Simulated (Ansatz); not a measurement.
# Thallium, hcp under r²SCAN: testing the cold (Marzari-Vanderbilt) smearing

Aim: find which cold (Marzari-Vanderbilt) smearing width is enough for energy and pressure. The geometry was relaxed under r²SCAN beforehand and stays fixed; 7 values are run, from 0.01 to 1.0 eV. Wanted are the values from which on the energy stays within 10 and 1 meV/atom, and the pressure within 0.5 GPa, of the narrowest run. Within the series other settings stay. Spin polarisation is left out.

Method: DFT r²SCAN, plane waves with PAW, scalar-relativistic, in Ansatz 0.2.0.

### 1 Starting point

Symmetry: P6_3/mmc, No. 194, hexagonal system. Conventional cell: a = 3.539 Å, b = 3.539 Å, c = 5.562 Å, α = 90.00°, β = 90.00°, γ = 120.00°. Tl (site symmetry -6m2) is surrounded by 12 Tl at 3.45 to 3.54 Å.

Structure file:

```cif
data_structure
_symmetry_space_group_name_H-M 'P 1'
_symmetry_Int_Tables_number 1
_cell_length_a 3.5390
_cell_length_b 3.5390
_cell_length_c 5.5625
_cell_angle_alpha 90.000
_cell_angle_beta 90.000
_cell_angle_gamma 120.000
_cell_volume 60.33
loop_
_atom_site_label
_atom_site_type_symbol
_atom_site_fract_x
_atom_site_fract_y
_atom_site_fract_z
_atom_site_occupancy
Tl1 Tl 0.33333 0.66667 0.25000 1
Tl2 Tl 0.66667 0.33333 0.75000 1
```

### 2 Width 0.01 eV

The run at 0.01 eV.

File input.yaml:

```yaml
crystal:
  lattice:
    - [3.5390101918, 0.0, 0.0]
    - [-1.7695050959, 3.0648727304, 0.0]
    - [0.0, 0.0, 5.5624920705]
  atoms:
    - { symbol: Tl, position: [0.3333333333, 0.6666666667, 0.25] }
    - { symbol: Tl, position: [0.6666666667, 0.3333333333, 0.75] }
hamiltonian:
  xc: r2scan
  pseudopotentials:
    kind: paw
    azcp:
      Tl: "pseudopotentials/Tl.paw.azcp"
basis:
  ecutwfc: 500
  fft_grid_basis: typed
kpoints:
  mp_grid: { grid: [10, 10, 6], shift: [0, 0, 0] }
magnetization:
  spin_polarized: false
scf:
  occupations: { method: cold, width: 0.01 }
  lower_state_search: "off"
output:
  stress: true
```

Started as:

```
$ ansatz run input.yaml --threads 2 --pin off --max-ram 5120MiB --backend cpu --events-out ev --progress --plain --runs-dir out
```

### 3 Width 0.03 eV

The run at 0.03 eV.

Edit input.yaml of step 2 so:

```diff
@@ -22,3 +22,3 @@
 scf:
-  occupations: { method: cold, width: 0.01 }
+  occupations: { method: cold, width: 0.03 }
   lower_state_search: "off"
```

### 4 Width 0.1 eV

The run at 0.1 eV.

Edit input.yaml of step 3 so:

```diff
@@ -22,3 +22,3 @@
 scf:
-  occupations: { method: cold, width: 0.03 }
+  occupations: { method: cold, width: 0.1 }
   lower_state_search: "off"
```

### 5 Width 0.2 eV

The run at 0.2 eV.

Edit input.yaml of step 4 so:

```diff
@@ -22,3 +22,3 @@
 scf:
-  occupations: { method: cold, width: 0.1 }
+  occupations: { method: cold, width: 0.2 }
   lower_state_search: "off"
```

### 6 Width 0.3 eV

The run at 0.3 eV.

Edit input.yaml of step 5 so:

```diff
@@ -22,3 +22,3 @@
 scf:
-  occupations: { method: cold, width: 0.2 }
+  occupations: { method: cold, width: 0.3 }
   lower_state_search: "off"
```

### 7 Width 0.6 eV

The run at 0.6 eV.

Edit input.yaml of step 6 so:

```diff
@@ -22,3 +22,3 @@
 scf:
-  occupations: { method: cold, width: 0.3 }
+  occupations: { method: cold, width: 0.6 }
   lower_state_search: "off"
```

### 8 Width 1.0 eV

The run at 1.0 eV.

Edit input.yaml of step 7 so:

```diff
@@ -22,3 +22,3 @@
 scf:
-  occupations: { method: cold, width: 0.6 }
+  occupations: { method: cold, width: 1.0 }
   lower_state_search: "off"
```

(Steps that only read results are left out.)

Q: Predict the outcome of this session.

The runs gave:

```
                                          quantity                       value
      E(σ → 0) stays within 10 meV/atom of 0.01 eV                up to 1.0 eV
                  E(σ → 0) stays within 1 meV/atom                up to 0.1 eV
                     pressure stays within 0.5 GPa                up to 1.0 eV
                               pressure at 0.01 eV                   -0.16 GPa
energy of a separate run on a finer mesh (17×17×9)  +0.3 meV/atom from 0.01 eV
```

At 1.0 eV the energy differs by +9.8 meV/atom and the pressure by +0.2 GPa. The free energy F moves by +5.0 meV/atom over the range, and the estimate for σ → 0 by +9.8. This scheme cancels the term in the square of the width, so F moves little up to 0.2 eV. The mesh (10×10×6) is fixed, so the narrowest widths carry a k-point error of their own. A run on a finer mesh agrees with the yardstick to 1 meV/atom. The cell taken over is 8 % larger than the measured one (28.04 Å³/atom, COD).
